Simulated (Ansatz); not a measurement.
**Molecular dynamics, step by step**

C2H5Si (SMILES C=[SiH][CH2+]) (charge +1), singlet, BLYP-D4/def2-SVP (Ansatz 0.2.0). Settings (timestep in fs, temperature in K; T counts 18 degrees of freedom):

```yaml
hamiltonian: {xc: {name: BLYP}, dispersion: d4}
md: {n_steps: 40, timestep: 0.5, temperature: 100, ensemble: nvt_nose_hoover, seed: 76, initial_velocities: maxwell_boltzmann}
```

Start (the SMILES describes the start alone):

```
8
angstrom
C -1.0374 0.7824 -0.7242
Si 0.4128 0.5933 0.3504
C 0.7586 -1.1832 0.4921
H -1.5448 -0.0695 -1.1625
H -1.4710 1.7382 -0.9905
H 1.1566 1.6648 0.9733
H 1.5721 -1.5980 1.0735
H 0.1531 -1.9278 -0.0121
```

```
step  time (fs)  potential energy less the start (meV)  kinetic energy (meV)  T (K)
   0       0.00                                    0.0                  77.6    100
   2       1.00                                  -18.5                  95.7    123
   4       2.00                                  -34.0                 110.9    143
   6       3.00                                  -29.5                 106.5    137
   8       4.00                                   -8.0                  85.3    110
  10       5.00                                   11.7                  65.8     85
  12       6.00                                   14.8                  62.6     81
  14       7.00                                    4.9                  72.2     93
  16       8.00                                   -1.5                  78.5    101
  18       9.00                                    5.1                  71.9     93
  20      10.00                                   16.5                  60.8     78
  22      11.00                                   18.6                  58.7     76
  24      12.00                                    9.6                  67.6     87
  26      13.00                                    0.6                  76.3     98
  28      14.00                                    1.7                  75.4     97
  30      15.00                                    8.3                  69.0     89
  32      16.00                                    7.2                  70.2     91
  34      17.00                                   -7.4                  84.7    109
  36      18.00                                  -25.5                 102.5    132
  38      19.00                                  -30.7                 107.5    139
  40      20.00                                  -18.8                  95.9    124
```

Step 24, positions (Å) and forces (eV/Å):

| atom | x | y | z | Fx | Fy | Fz |
| --- | --- | --- | --- | --- | --- | --- |
| C1 | -1.043 | 0.829 | -0.717 | 0.913 | -0.028 | 0.528 |
| Si2 | 0.409 | 0.561 | 0.340 | -0.822 | 0.548 | -0.569 |
| C3 | 0.772 | -1.166 | 0.506 | 0.406 | 0.310 | 0.381 |
| H4 | -1.457 | -0.071 | -1.139 | -0.579 | -0.759 | -0.473 |
| H5 | -1.544 | 1.755 | -1.012 | -0.079 | 0.387 | 0.040 |
| H6 | 1.084 | 1.707 | 0.930 | 0.376 | 0.211 | 0.332 |
| H7 | 1.580 | -1.530 | 1.156 | 0.131 | -0.194 | 0.049 |
| H8 | 0.200 | -1.921 | -0.024 | -0.345 | -0.474 | -0.288 |

Step 30, positions (Å) and forces (eV/Å):

| atom | x | y | z | Fx | Fy | Fz |
| --- | --- | --- | --- | --- | --- | --- |
| C1 | -1.034 | 0.835 | -0.711 | -0.449 | -0.217 | -0.445 |
| Si2 | 0.403 | 0.558 | 0.334 | -0.562 | 0.515 | -0.386 |
| C3 | 0.779 | -1.159 | 0.513 | 0.478 | -1.159 | 0.325 |
| H4 | -1.483 | -0.083 | -1.158 | -0.006 | 0.305 | 0.058 |
| H5 | -1.563 | 1.785 | -1.001 | 0.434 | -0.446 | 0.300 |
| H6 | 1.089 | 1.676 | 0.941 | 0.440 | 0.406 | 0.392 |
| H7 | 1.606 | -1.551 | 1.185 | -0.664 | 0.234 | -0.579 |
| H8 | 0.190 | -1.939 | -0.041 | 0.329 | 0.363 | 0.336 |

Step 38, positions (Å) and forces (eV/Å):

```csv
atom,x,y,z,Fx,Fy,Fz
C1,-1.026,0.839,-0.709,-0.630,-0.911,-0.525
Si2,0.393,0.556,0.325,0.514,1.019,0.470
C3,0.792,-1.162,0.525,-0.480,-0.264,-0.449
H4,-1.516,-0.059,-1.176,0.222,0.446,0.199
H5,-1.539,1.780,-0.951,0.081,0.254,0.061
H6,1.142,1.672,0.997,-0.187,-0.336,-0.161
H7,1.575,-1.557,1.166,0.463,-0.184,0.367
H8,0.213,-1.925,-0.026,0.016,-0.024,0.037
```

Last step (40):

```csv
atom,x (Å),y (Å),z (Å)
C1,-1.0260,0.8379,-0.7093
Si2,0.3912,0.5567,0.3230
C3,0.7948,-1.1636,0.5274
H4,-1.5180,-0.0388,-1.1739
H5,-1.5278,1.7784,-0.9352
H6,1.1546,1.6678,1.0101
H7,1.5698,-1.5598,1.1627
H8,0.2228,-1.9166,-0.0177
```

Hardware: 2 CPU threads of an Intel Xeon Platinum 8259CL, shared host. Wall time about 39 s.
